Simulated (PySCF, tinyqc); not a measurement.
A ladder of methods, and size consistency: correlation methods against full CI in the sto-6g basis, for BH, spin multiplicity 1. Computed by the program tinyqc with PySCF. All electrons correlated; +Q is the Davidson correction (1 - c0^2) E_corr. The last columns treat two copies 100 angstrom apart as one system. FCI is the lowest singlet.

Geometry (angstrom):
```
atom,x,y,z
B,0.0000,0.0000,0.0000
H,0.0000,0.0000,1.5770
```

RHF energy of one = -24.954491 hartree

Correlation energies (hartree):
```
method,E_corr of one,share of FCI (%),E_corr of two at 100 angstrom,two minus twice one (mhartree)
MP2,-0.038819,52.3157,-0.077637,0.0000
CISD,-0.070737,95.3320,-0.130404,11.0702
CISD+Q,-0.077275,104.1425,-0.149273,5.2760
CCSD,-0.074029,99.7679,-0.148057,0.0000
CCSD(T),-0.074088,99.8484,-0.148177,0.0000
FCI,-0.074201,100.0000,-,-
```

What does the comparison show, and why?

MP2 recovers 52 %, CISD 95.3 % and CCSD 99.8 % of the FCI value (c0^2 = 0.908 in CISD). MP2 and coupled cluster are size consistent, so their last column vanishes; CISD loses 11.07 mhartree, since a double excitation on each copy is a quadruple of the pair, and the Davidson correction leaves +5.28. The restricted reference is unstable here: a spin-polarised solution lies 0.0072 hartree lower (PySCF), so results built on it describe a poor reference.
